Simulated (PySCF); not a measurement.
# SH₃⁺: structure of the singlet

Aim: relax SH₃⁺ as a singlet from a T-shaped start, check by its vibrations whether the end is a minimum, and collect its spectrum and constants.

Method: PBE0, basis S def2-TZVP, H def2-TZVP, no relativity, density fitting; program: PySCF 2.14.0.

## (1) Starting geometry

4 atoms, charge 1, spin multiplicity 1.

Bond lengths: S1–H2 1.323 Å, S1–H3 1.323 Å, S1–H4 1.323 Å. Angles: H2–S1–H3 88.0°, H2–S1–H4 88.0°, H3–S1–H4 176.0°.

```xyz
4
charge 1 multiplicity 1
S     0.0000    0.0000    0.0000
H     0.0000    0.0000    1.3230
H     1.3222    0.0000    0.0462
H    -1.3222    0.0000    0.0462
```

## (2) Finding the electronic state

One driver script runs all steps and calls PySCF; scf.py shows how it sets up the SCF of each step. The optimiser is the driver's own. After this first run the driver tries any further starts and a stability analysis.

The input, scf.py:

```python
from pyscf import gto, scf, dft
mol = gto.M(atom='''
S      0.000000     0.000000     0.000000
H      0.000000     0.000000     1.323000
H      1.322200     0.000000     0.046200
H     -1.322200     0.000000     0.046200''',
    basis={'S': 'def2-TZVP', 'H': 'def2-TZVP'},
    charge=1, spin=0)
mf = dft.RKS(mol, xc='PBE0')
mf.grids.atom_grid = (50, 194)
aux = {'S': 'def2-universal-JKFIT', 'H': 'def2-universal-JKFIT'}
mf = mf.density_fit(auxbasis=aux)
mf.conv_tol = 1e-08
mf.diis_space = 10
mf.max_cycle = 60
mf.init_guess = 'minao'
mf.verbose = 4
mf.kernel()
```

Command:

```sh
$ OMP_NUM_THREADS=2 python axn.py task.json out
```

The log of the run:

```text
init E= -399.858865477307
  HOMO = -0.314243133873401  LUMO = -0.153614106622658  gap/eV = 4.37094
cycle= 1 E= -399.418038367075  delta_E= 0.441  |g|= 0.182  |ddm|= 1.23
  HOMO = -0.609146759902924  LUMO = -0.437398890135501  gap/eV = 4.67350
cycle= 2 E= -399.429857697315  delta_E= -0.0118  |g|= 0.064  |ddm|= 0.262
  HOMO = -0.58680206716695  LUMO = -0.412262952670794  gap/eV = 4.74945
cycle= 3 E= -399.43055029317  delta_E= -0.000693  |g|= 0.0203  |ddm|= 0.0629
  HOMO = -0.589674570601996  LUMO = -0.411803592030548  gap/eV = 4.84012
cycle= 4 E= -399.430613061175  delta_E= -6.28e-05  |g|= 0.00304  |ddm|= 0.0157
  HOMO = -0.589012203792713  LUMO = -0.411412499963344  gap/eV = 4.83273
cycle= 5 E= -399.430615180309  delta_E= -2.12e-06  |g|= 0.00146  |ddm|= 0.00347
  HOMO = -0.589023555638924  LUMO = -0.411437214711789  gap/eV = 4.83237
cycle= 6 E= -399.430615778675  delta_E= -5.98e-07  |g|= 0.000108  |ddm|= 0.000905
  HOMO = -0.58904032189438  LUMO = -0.411429864944548  gap/eV = 4.83303
cycle= 7 E= -399.430615784145  delta_E= -5.47e-09  |g|= 4.13e-05  |ddm|= 0.000135
  HOMO = -0.589043014072992  LUMO = -0.411433215913739  gap/eV = 4.83301
Extra cycle  E= -399.43061578431  delta_E= -1.65e-10  |g|= 3.5e-05  |ddm|= 4.93e-05
converged SCF energy = -399.43061578431
```

This step, with its further starts and checks, ran for 1.2 s (2 threads of Arm Neoverse V1, shared host).

The test of internal stability found no lower closed-shell solution.

## (3) Relaxation: T-shaped start, singlet

The program finds C2v symmetry in the start, which this walk keeps. The walk stops when the largest gradient is under 0.0003 Eh/bohr and the energy has settled too.

Edit scf.py of step 2 so:

```diff
@@ -3,4 +3,4 @@
-S      0.000000     0.000000     0.000000
-H      0.000000     0.000000     1.323000
-H      1.322200     0.000000     0.046200
-H     -1.322200     0.000000     0.046200''',
+S      0.000000     0.000000    -0.040762
+H      0.000000     0.000000     1.282238
+H      1.322200     0.000000     0.005438
+H     -1.322200     0.000000     0.005438''',
@@ -16 +15,0 @@
-mf.init_guess = 'minao'
```

Steps of the walk:

```
step  energy (Eh)  change (kJ/mol)  largest symmetric gradient (Eh/bohr)
   0  -399.430616             0.00                               0.04100
   1  -399.454257           -62.07                               0.05612
   2  -399.468024           -98.22                               0.05485
   3  -399.478061          -124.57                               0.03668
   4  -399.484390          -141.18                               0.03221
   5  -399.490994          -158.52                               0.02799
   6  -399.492533          -162.56                               0.00298
   7  -399.492577          -162.68                               0.00063
   8  -399.492577          -162.68                               0.00006
```

The walk took 3.3 s.

Geometry (Å) and forces (eV/Å) at some steps:

```
step 0
S    0.000   0.000  -0.041   0.000   0.000   2.108
H    0.000   0.000   1.282   0.000   0.000   0.901
H    1.322   0.000   0.005   1.172   0.000  -1.505
H   -1.322   0.000   0.005  -1.172   0.000  -1.505
step 1
S    0.000   0.000   0.051   0.000   0.000   2.886
H    0.000   0.000   1.392   0.000   0.000   0.047
H    1.362   0.000  -0.095  -0.412   0.000  -1.466
H   -1.362   0.000  -0.095   0.412   0.000  -1.466
step 4
S    0.000   0.000   0.213   0.000   0.000   1.656
H    0.000   0.000   1.579   0.000   0.000  -0.691
H    1.287   0.000  -0.270  -0.949   0.000  -0.483
H   -1.287   0.000  -0.270   0.949   0.000  -0.483
step 8
S    0.000   0.000   0.313   0.000   0.000   0.003
H    0.000   0.000   1.654   0.000   0.000  -0.002
H    1.161   0.000  -0.357   0.002   0.000  -0.001
H   -1.161   0.000  -0.357  -0.002   0.000  -0.001
```

End point (D3h, 8 steps, 162.7 kJ/mol gained): S–H 1.340 Å (×3); H–S–H 120.0° (×3).

## (4) Is it a minimum? Harmonic modes

On the finer grid the gradient is checked again; gradients at displacements of ±0.02 bohr then give force constants and infrared intensities.

Edit scf.py of step 3 so:

```diff
@@ -3,4 +3,4 @@
-S      0.000000     0.000000    -0.040762
-H      0.000000     0.000000     1.282238
-H      1.322200     0.000000     0.005438
-H     -1.322200     0.000000     0.005438''',
+S      0.000000     0.000000    -0.000000
+H      0.000000     0.000000     1.340353
+H      1.160780     0.000000    -0.670176
+H     -1.160780     0.000000    -0.670176''',
@@ -10 +10 @@
-mf.grids.atom_grid = (50, 194)
+mf.grids.atom_grid = (75, 302)
@@ -13 +13 @@
-mf.conv_tol = 1e-08
+mf.conv_tol = 1e-10
```

The driver hands on the density of the step before, so the log starts near convergence.

Log of the central SCF (cycles and frontier levels):

```text
init E= -399.492580088436
  HOMO = -0.587836812265923  LUMO = -0.287991522285019  gap/eV = 8.15921
cycle= 1 E= -399.492580088437  delta_E= -1.02e-12  |g|= 5.4e-08  |ddm|= 8.39e-08
  HOMO = -0.587836811997608  LUMO = -0.287991522195721  gap/eV = 8.15921
Extra cycle  E= -399.492580088436  delta_E= 1.25e-12  |g|= 4.24e-08  |ddm|= 5.99e-08
converged SCF energy = -399.492580088436
```

The whole step took 6 s.

Geometry: D3h; S–H 1.340 Å (×3); H–S–H 120.0° (×3).

Modes, for the most abundant isotopes:

| symmetry | ω (cm⁻¹) | IR (km/mol) |
| --- | --- | --- |
| a2'' | 1091i | 270 |
| e' | 1088 | 1.6 |
| a1' | 2672 | 0.0 |
| e' | 2759 | 710 |

1 mode is imaginary, the largest at 1091i cm⁻¹: a saddle point, not a minimum.

Constants and moments:

| Property | Result |
| --- | --- |
| Dipole moment about the centre of mass | 0.00 D |
| Highest occupied level | -16.00 eV |
| Lowest empty level | -7.84 eV |
| Rotational constants | 6.207, 6.207, 3.104 cm⁻¹ |
| Zero-point energy (real modes) | 62.0 kJ/mol |
| Principal polarisabilities | 13.0, 17.0, 17.0 bohr³ |
| Principal traceless quadrupole moments about the centre of mass | -6.70, 3.35, 3.35 D Å |

Populations by atom (charges in e):

```json
{"atom": "S1", "Mulliken": "0.02", "Löwdin": "0.58", "polar tensor": "0.11", "Mayer order to S1": "–"}
{"atom": "H2,3,4", "Mulliken": "0.33", "Löwdin": "0.14", "polar tensor": "0.30", "Mayer order to S1": "0.85"}
```

Outer orbital energies (eV). occupied: -227.22, -171.05, -171.05, -170.83, -30.06, -21.85, -21.85, -16.00; empty: -7.84, -6.37, -6.37, -1.94.

Mulliken populations on S1: s 5.65, p 10.24, d 0.08, f 0.01.

## (5) Leaving the saddle point

The start is the last point, displaced along its most imaginary mode.

The program finds C3v symmetry in the start, which this walk keeps.

Edit scf.py of step 4 so:

```diff
@@ -3,4 +3,4 @@
-S      0.000000     0.000000    -0.000000
-H      0.000000     0.000000     1.340353
-H      1.160780     0.000000    -0.670176
-H     -1.160780     0.000000    -0.670176''',
+S     -0.000000     0.011348    -0.000000
+H      0.000000    -0.120000     1.340353
+H      1.160780    -0.120000    -0.670176
+H     -1.160780    -0.120000    -0.670176''',
@@ -10 +10 @@
-mf.grids.atom_grid = (75, 302)
+mf.grids.atom_grid = (50, 194)
@@ -13 +13 @@
-mf.conv_tol = 1e-10
+mf.conv_tol = 1e-08
```

The optimiser's trace:

```
step  energy (Eh)  change (kJ/mol)  largest symmetric gradient (Eh/bohr)
   0  -399.496232             0.00                               0.02809
   1  -399.519600           -61.35                               0.03819
   2  -399.524158           -73.32                               0.06075
   3  -399.537522          -108.41                               0.01596
   4  -399.540654          -116.63                               0.01111
   5  -399.541199          -118.06                               0.00117
   6  -399.541201          -118.07                               0.00007
```

The walk took 2.7 s.

It settles in C3v symmetry, 118.1 kJ/mol below the start, after 6 steps: S–H 1.357 Å (×3); H–S–H 94.1° (×3).

## (6) Hessian and properties

The same treatment as at the point before.

Edit scf.py of step 5 so:

```diff
@@ -3,4 +3,4 @@
-S     -0.000000     0.011348    -0.000000
-H      0.000000    -0.120000     1.340353
-H      1.160780    -0.120000    -0.670176
-H     -1.160780    -0.120000    -0.670176''',
+S     -0.000000     0.062606    -0.000000
+H      0.000000    -0.662030     1.147395
+H      0.993673    -0.662030    -0.573697
+H     -0.993673    -0.662030    -0.573697''',
@@ -10 +10 @@
-mf.grids.atom_grid = (50, 194)
+mf.grids.atom_grid = (75, 302)
@@ -13 +13 @@
-mf.conv_tol = 1e-08
+mf.conv_tol = 1e-10
```

SCF at the final geometry:

```text
init E= -399.541210261051
  HOMO = -0.668921353951628  LUMO = -0.260670099455975  gap/eV = 11.10908
cycle= 1 E= -399.541210261053  delta_E= -2.05e-12  |g|= 5.89e-06  |ddm|= 8.72e-06
  HOMO = -0.668919548449423  LUMO = -0.260669264791654  gap/eV = 11.10906
Extra cycle  E= -399.541210261055  delta_E= -1.99e-12  |g|= 5.24e-06  |ddm|= 7.95e-06
converged SCF energy = -399.541210261055
```

The whole step ran for 9.2 s (2 threads of Arm Neoverse V1, shared host).

Geometry: C3v; S–H 1.357 Å (×3); H–S–H 94.1° (×3).

Modes, for the most abundant isotopes:

| symmetry | ω (cm⁻¹) | IR (km/mol) | type |
| --- | --- | --- | --- |
| a1 | 1053 | 13.1 | bend |
| e | 1216 | 1.5 | bend |
| a1 | 2629 | 60.5 | stretch |
| e | 2634 | 191 | stretch |

No imaginary mode, so this is a minimum.

Constants and moments:

- Dipole moment about the centre of mass: 1.85 D
- Highest occupied level: -18.20 eV
- Lowest empty level: -7.09 eV
- Rotational constants: 4.9, 4.9, 4.235 cm⁻¹
- Zero-point energy: 68.1 kJ/mol
- Principal polarisabilities: 15.1, 16.8, 16.8 bohr³
- Principal traceless quadrupole moments about the centre of mass: -1.86, 0.93, 0.93 D Å
- Entropy at 298.15 K and 1 bar: 209.2 J/(mol K)
- Heat capacity Cp at 298.15 K: 36.3 J/(mol K)
- Enthalpy at 298.15 K above 0 K: 10.08 kJ/mol
- Rotational symmetry number: 3

Populations by atom (charges in e):

| atom | Mulliken | Löwdin | polar tensor | Mayer order to S1 |
| --- | --- | --- | --- | --- |
| S1 | 0.12 | 0.63 | 0.41 | – |
| H2,3,4 | 0.29 | 0.12 | 0.20 | 0.90 |

Mulliken populations on S1: s 5.82, p 9.91, d 0.14, f 0.01.

## (7) All stationary points

| spin | group | bonds | imaginary modes (cm⁻¹) | ΔE (kJ/mol) | with zero-point energy |
| --- | --- | --- | --- | --- | --- |
| singlet | C3v | S–H 1.357 Å (×3) | none | 0.0 | 0.0 |
| singlet | D3h | S–H 1.340 Å (×3) | 1091i | 127.7 | – |

## (8) Results

| quantity | value |
| --- | --- |
| minimum | singlet, C3v |
| geometry | S–H 1.357 Å (×3); H–S–H 94.1° (×3) |
| wavenumbers (cm⁻¹) | 1053 (a1), 1216 (e), 2629 (a1), 2634 (e) |
| dipole moment (centre of mass) | 1.85 D |
| highest occupied, lowest empty level | -18.20, -7.09 eV |
| polar-tensor charge of S1 | +0.41 e |
| zero-point energy | 68.1 kJ/mol |
| entropy at 298.15 K | 209.2 J/(mol K) |

What this shows: From C2v at the start the molecule goes to a C3v minimum, after a stop at a saddle point 127.7 kJ/mol higher, from which it was pushed off along an imaginary mode. In the infrared the band at 2634 cm⁻¹ (e, stretch) leads. Other starts or spin states, not run here, may lie lower.

The search up to here took 23 s.
